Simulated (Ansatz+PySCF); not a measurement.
Values are calculated unless marked as measured or tabulated.
## Ansatz (development build ahead of 0.2.0) run

```yaml
crystal:
  periodic: [false, false, false]
  atoms:
    - { symbol: C, position_ang: [0.0, -0.17518, -1.22783] }
    - { symbol: "N", position_ang: [0.0, 0.48406, -0.02177] }
    - { symbol: C, position_ang: [0.0, -0.1435, 1.20675] }
    - { symbol: H, position_ang: [0.0, 0.40731, -2.13335] }
    - { symbol: H, position_ang: [0.0, -1.25116, -1.2052] }
    - { symbol: H, position_ang: [0.0, 1.49385, -0.01996] }
    - { symbol: H, position_ang: [0.0, 0.58072, 2.03977] }
    - { symbol: O, position_ang: [0.0, -1.39609, 1.3616] }
basis:
  gaussian: { orbitals: cc-pVTZ }
magnetization:
  initial_magnetization: 1
hamiltonian:
  xc: hf
correlation:
  method: mp2
  frozen_orbitals: { C: 1, H: 0, "N": 1, O: 1 }
output:
  forces: true
```

The input is written out in the form of the current development build from the run's settings. Correlation on restricted open-shell orbitals is semicanonical, with singles.

Results

| Item | Value |
| --- | --- |
| Converged | yes |
| Reference energy | -207.40222 hartree |
| Correlation energy | -0.75465 hartree |
| Total energy | -208.15687 hartree |
| Spin squared of the determinant | 0.750 |
| Stability test | minimum among restricted orbitals |
| Occupied orbitals by symmetry in an Abelian subgroup (alpha; beta) | 13 A' 3 A''; 13 A' 2 A'' |

Forces (eV/Å):
```json
{"atom": "C1", "Fx": "0.000", "Fy": "-0.110", "Fz": "-0.051"}
{"atom": "N2", "Fx": "0.000", "Fy": "-0.126", "Fz": "0.351"}
{"atom": "C3", "Fx": "0.000", "Fy": "-2.540", "Fz": "0.065"}
{"atom": "H4", "Fx": "0.000", "Fy": "-0.065", "Fz": "0.155"}
{"atom": "H5", "Fx": "0.000", "Fy": "0.138", "Fz": "0.028"}
{"atom": "H6", "Fx": "0.000", "Fy": "-0.182", "Fz": "0.054"}
{"atom": "H7", "Fx": "0.000", "Fy": "-0.276", "Fz": "-0.167"}
{"atom": "O8", "Fx": "0.000", "Fy": "3.161", "Fz": "-0.435"}
```
